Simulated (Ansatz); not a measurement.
One change: `CC(C)C(F)F` becomes `CC(C)CF`.

Ansatz, PBE0-D4/def2-TZVP geometries, multiplicity 1. Each molecule was computed in one conformer, which needn't be the lowest.

```
                                                                                  property  `CC(C)C(F)F`
                                                       HOMO energy (B3LYP/def2-TZVPP) / eV         -9.00
                                                     HOMO–LUMO gap (B3LYP/def2-TZVPP) / eV          9.77
ideal-gas entropy at 298 K and 1 bar (rigid rotor, harmonic PBE0-D4/def2-TZVP) / J/(mol·K)           339
                                                         LUMO energy (PBE/def2-TZVPP) / eV          0.32
                                                     LUMO energy (ωB97M-V/def2-TZVPP) / eV          2.55
                                            zero-point energy (PBE0-D4/def2-TZVP) / kJ/mol         308.3
```

**Question.** What does the change do to each property? (Estimate.)

**Answer.** Computed: 
```tsv
property	`CC(C)CF`	shift
HOMO energy (B3LYP/def2-TZVPP) / eV	-8.85	0.15
HOMO–LUMO gap (B3LYP/def2-TZVPP) / eV	9.61	-0.16
ideal-gas entropy at 298 K and 1 bar (rigid rotor, harmonic PBE0-D4/def2-TZVP) / J/(mol·K)	322	-17
LUMO energy (PBE/def2-TZVPP) / eV	0.30	-0.02
LUMO energy (ωB97M-V/def2-TZVPP) / eV	2.53	-0.02
zero-point energy (PBE0-D4/def2-TZVP) / kJ/mol	327.8	19.5
```

Positive LUMOs are unbound, so they and the gaps depend on the basis.

B3LYP here is the variant with VWN-RPA as its local correlation; programs differ in this.
